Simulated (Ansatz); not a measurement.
We consider 2H WSe2, described by PBEsol+SOC (Ansatz, a first-principles code, plane waves, PAW).

Settings: plane-wave cutoff 520 eV, 12×12×4 k mesh (along the axes of the cell as run), Fermi–Dirac smearing 0.01 eV, PAW data made under PBE.

Properties against volume:

Shape and atoms are relaxed at each volume.

```tsv
V (Å³/atom)	P (GPa)	direct gap at Γ (eV)	smallest gap on the k mesh (eV)	c (Å)
19.587	1.41	2.485	0.812	12.804
19.995	0.57	2.519	0.889	13.001
20.404	0.00	2.562	0.968	13.218
20.812	-0.37	2.610	1.037	13.447
21.220	-0.57	2.661	1.067	13.690
```

The fundamental gap (0.94 eV at the equilibrium volume, with added k points) lies elsewhere than Γ–Γ.

Note: the cell comes from a level without a dispersion term, which matters for the spacing of layers, chains or molecules; the bulk modulus comes from volumes at which shape and atoms were relaxed; the cell has widely spaced layers and the level no dispersion term, so their spacing and the moduli can rest on weak binding.
